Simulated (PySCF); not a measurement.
**BO at B97-3**

Level: B97-3. basis B cc-pVTZ, O cc-pVTZ; no relativity; PySCF 2.14.

- state: ²Σ⁺ (doublet), unpaired electrons σ ↑
- bond length: 1.202 Å
- harmonic wavenumber: 1938 cm⁻¹
- force constant: 14.4 mdyn/Å
- rotational constant Be: 1.789 cm⁻¹
- anharmonicity ωexe: 10.8 cm⁻¹
- vibration–rotation constant αe: 0.0154 cm⁻¹
- well depth De to B + O: 818 kJ/mol
- dissociation energy D0: 806 kJ/mol
- bond order (Mayer): 2.60
- dipole moment (positive dipole means B(−)O(+)): -2.30 D

The state is the lowest determinant that a PBE0 search found; another state may lie lower at other levels.
